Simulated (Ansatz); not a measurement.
# Molecular dynamics of C2H5ClN2

Input:

```yaml
crystal:
  periodic: [false, false, false]
  atoms:
    - { symbol: C, position_ang: [-1.326966, -0.025035, 1.292472] }
    - { symbol: "N", position_ang: [-0.145871, -0.113806, 0.628632] }
    - { symbol: C, position_ang: [0.194877, -0.07353, -0.678912] }
    - { symbol: "N", position_ang: [1.509384, 0.388091, -1.046468] }
    - { symbol: Cl, position_ang: [-1.069732, 0.402699, -1.788267] }
    - { symbol: H, position_ang: [-1.355455, -0.456106, 2.291559] }
    - { symbol: H, position_ang: [0.670289, -0.25023, 1.232376] }
    - { symbol: H, position_ang: [-2.232193, 0.086431, 0.70057] }
    - { symbol: H, position_ang: [1.627435, 0.196373, -2.048255] }
    - { symbol: H, position_ang: [2.211431, -0.206086, -0.580807] }
magnetization:
  spin_polarized: true
basis:
  gaussian: { orbitals: "6-31G*" }
hamiltonian:
  xc: pbe
  dispersion: d4
md:
  timestep: 0.5
  n_steps: 200
  ensemble: nve
  temperature: 300.0
  initial_velocities: maxwell_boltzmann
  seed: 12339
```

Run as:

```bash
$ ansatz run input.yaml --threads 2 --pin off --max-ram 3072MiB --backend cpu --events-out ev --progress --plain --runs-dir out
```

It starts at the highest image of a converged band. Of that band: The profile has 2 maxima (images 1, 5) with wells between them (image 2): this band takes more than one step, which may be the mechanism or a detour left from its start path. Neighbouring images differ by up to 1.8 eV, so the band resolves the path poorly. A vibrational analysis at the climbing image gives one clearly imaginary mode, 245i cm⁻¹: a first-order saddle point.

Output, in part (step lines, the closing report, with atoms numbered from 0):

```
md step     0: t =     0.00 fs  T =   300.0 K  F+E_penalty+E_count = -17643.93491832 eV  E_kin = 0.310224 eV  conserved = -17643.62469432 eV  (44 SCF iters)
md step     1: t =     0.50 fs  T =   292.7 K  F+E_penalty+E_count = -17643.92723530 eV  E_kin = 0.302626 eV  conserved = -17643.62460942 eV  (37 SCF iters)
md step     2: t =     1.00 fs  T =   272.3 K  F+E_penalty+E_count = -17643.90585323 eV  E_kin = 0.281562 eV  conserved = -17643.62429159 eV  (38 SCF iters)
md step     3: t =     1.50 fs  T =   243.7 K  F+E_penalty+E_count = -17643.87586973 eV  E_kin = 0.252027 eV  conserved = -17643.62384311 eV  (37 SCF iters)
md step     4: t =     2.00 fs  T =   213.6 K  F+E_penalty+E_count = -17643.84433934 eV  E_kin = 0.220905 eV  conserved = -17643.62343438 eV  (37 SCF iters)
md step     5: t =     2.50 fs  T =   188.0 K  F+E_penalty+E_count = -17643.81765058 eV  E_kin = 0.194427 eV  conserved = -17643.62322370 eV  (38 SCF iters)
md step     6: t =     3.00 fs  T =   170.1 K  F+E_penalty+E_count = -17643.79911893 eV  E_kin = 0.175849 eV  conserved = -17643.62326970 eV  (38 SCF iters)
md step     7: t =     3.50 fs  T =   159.2 K  F+E_penalty+E_count = -17643.78809123 eV  E_kin = 0.164589 eV  conserved = -17643.62350200 eV  (38 SCF iters)
[... lines left out ...]
Total energy: -17644.15492537 eV, -648.4107338698 hartree
Atom 0 at    -1.271389    -0.019454     1.309340 Å, force    -2.214428     0.370582     0.680996 eV/Å
Atom 1 at    -0.165093    -0.125165     0.621303 Å, force     2.113525     0.379446    -1.513582 eV/Å
Atom 2 at     0.195091     0.059848    -0.693102 Å, force    -0.567794    -0.250142     1.481478 eV/Å
Atom 3 at     1.538865     0.287406    -0.924845 Å, force     0.717591    -0.222301    -1.223587 eV/Å
Atom 4 at    -1.091103     0.358159    -1.831926 Å, force    -0.289227     0.292083    -0.224319 eV/Å
Atom 5 at    -1.295273    -0.252223     2.352666 Å, force     0.460185    -0.361425     0.680238 eV/Å
Atom 6 at     0.726268    -0.349911     1.113939 Å, force    -0.661928     0.112950    -0.001071 eV/Å
Atom 7 at    -2.227596     0.378188     0.934025 Å, force     0.631199    -0.193065    -0.546284 eV/Å
Atom 8 at     1.869862     1.264554    -1.089776 Å, force    -0.504534    -0.099084     0.340949 eV/Å
Atom 9 at     1.792473    -0.202673    -1.800103 Å, force     0.315411    -0.029044     0.325181 eV/Å
Dipole moment:     0.379415     0.083619     0.176103 e Å
```

The steps, from the saved trajectory:

| time (fs) | T (K) | potential energy less start (eV) | conserved less start (meV/atom) |
| --- | --- | --- | --- |
| 0.0 | 300 | 0.000 | 0.00 |
| 3.0 | 170 | 0.136 | 0.14 |
| 6.0 | 106 | 0.201 | 0.11 |
| 9.0 | 158 | 0.148 | 0.08 |
| 12.0 | 163 | 0.143 | 0.12 |
| 15.0 | 155 | 0.151 | 0.05 |
| 18.0 | 131 | 0.176 | 0.15 |
| 21.0 | 216 | 0.087 | 0.05 |
| 24.0 | 191 | 0.114 | 0.08 |
| 27.0 | 129 | 0.179 | 0.16 |
| 30.0 | 199 | 0.105 | 0.08 |
| 33.0 | 252 | 0.051 | 0.12 |
| 36.0 | 290 | 0.011 | 0.08 |
| 39.0 | 315 | -0.014 | 0.11 |
| 42.0 | 411 | -0.114 | 0.08 |
| 45.0 | 483 | -0.189 | 0.07 |
| 48.0 | 496 | -0.201 | 0.11 |
| 51.0 | 553 | -0.261 | 0.08 |
| 54.0 | 583 | -0.292 | 0.09 |
| 57.0 | 559 | -0.267 | 0.07 |
| 60.0 | 439 | -0.143 | 0.11 |
| 63.0 | 363 | -0.064 | 0.08 |
| 66.0 | 274 | 0.028 | 0.09 |
| 69.0 | 186 | 0.119 | 0.11 |
| 72.0 | 168 | 0.138 | 0.09 |
| 75.0 | 162 | 0.144 | 0.10 |
| 78.0 | 178 | 0.127 | 0.11 |
| 81.0 | 259 | 0.044 | 0.08 |
| 84.0 | 303 | -0.002 | 0.08 |
| 87.0 | 260 | 0.043 | 0.11 |
| 90.0 | 298 | 0.003 | 0.10 |
| 93.0 | 440 | -0.144 | 0.10 |
| 96.0 | 560 | -0.268 | 0.03 |
| 99.0 | 503 | -0.208 | 0.13 |

All steps were run. The conserved energy stayed within 0.16 meV per atom of its start (net change 0.087 meV per atom), so the integration is sound. A run of 0.1 ps of so small a system gives no equilibrium averages. The orbitals stay closed-shell, which can raise the energy where a bond breaks towards radicals; this wasn't checked here.

The step under study would form N2–H7 and break C1–H7. These pairs go: N2–H7 1.02 → 1.04 Å, C1–H7 2.01 → 2.03 Å. In the last frame they stand as after the step (other bonds may differ from the relaxed reactants and products). It ends as one piece, C2H5ClN2. Pairs count as bonded within 1.25 times the sum of covalent radii (0.12 Å more for H–H).

Last frame:

```xyz
10
Properties=species:S:1:pos:R:3
C -1.271 -0.019 1.309
N -0.165 -0.125 0.621
C 0.195 0.060 -0.693
N 1.539 0.287 -0.925
Cl -1.091 0.358 -1.832
H -1.295 -0.252 2.353
H 0.726 -0.350 1.114
H -2.228 0.378 0.934
H 1.870 1.265 -1.090
H 1.792 -0.203 -1.800
```

Time of the run: 9.4 min on 2 threads of Arm Neoverse V1 (shared host), peak memory 0.15 GiB.
